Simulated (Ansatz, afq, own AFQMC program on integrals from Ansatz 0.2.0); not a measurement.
# SiHBr₂, doublet: AFQMC among the cluster methods

| atom | x (Å) | y (Å) | z (Å) |
| --- | --- | --- | --- |
| Si | 0.1499 | -0.3862 | -1.1443 |
| Br | 0.7463 | -2.5159 | -1.3682 |
| Br | -1.4588 | 0.1633 | -2.5768 |
| H | 1.3467 | 0.4591 | -1.4534 |

Connectivity, by distances: Br–SiH–Br.

Basis def2-SVP. Noble-gas cores (and the filled d shells of Ga–Kr and In–Xe) are frozen. Integrals, coupled cluster, full CI and functionals: Ansatz 0.2.0; the random walks run on the same integrals in our own AFQMC program. The CISD trial takes its coefficients from CCSD amplitudes. Released means that phaseless walkers are propagated on without the constraint, phases kept. Free AFQMC starts from the CCSD state and is never constrained. Its projection time is finite, and what remains of the start isn't in its error. Uncertainties: one standard error, sampling alone. No spin–orbit coupling.

Determinant: UHF, the one that the program's search chose, which needn't be the lowest solution. The geometry is a PBE0/def2-SVP stationary point of this or a neighbouring charge and spin state.

No full CI on the walks' own integrals is used here; CCSDT(Q) serves as the reference and is uncertain by about the last step of the cluster series.

Cautions: no relativity below Rb; no spin-orbit coupling; inner d shell frozen.

* T1 diagnostic: 0.0132
* weight of the determinant in the CISD state: 0.846
* ⟨S²⟩ of the determinant: 0.755
* size of the correlated space: 19 electrons in 54 orbitals

Reference: CCSDT(Q), correlation energy -9.739 eV. The released energy is read at 1.50 1/Eh (meV from the phaseless value at times in 1/Eh: 1 ± 4 at 0.24, 3 ± 4 at 0.51, -5 ± 5 at 0.99, 4 ± 6 at 1.50).

```
         level  E − E(reference) (kcal/mol)  share of correlation (%)
            HF                       224.58                      0.00
           MP2                        27.21                     87.88
          CCSD                         6.89                     96.93
       CCSD(T)                         1.03                     99.54
         CCSDT                         0.44                     99.80
   ph-AFQMC/HF                 -0.37 ± 0.74                    100.16
 ph-AFQMC/CISD                 -0.11 ± 0.10                    100.05
released AFQMC                 -0.03 ± 0.14                    100.01
    free AFQMC                  0.07 ± 0.18                     99.97
```

Free projections are given only where their last times agree within the noise and don't stop above the reference; a slow remainder of the start can still hide under it. Released energies are given only where the last usable release times agree within the noise; a slower fall can still hide under it.
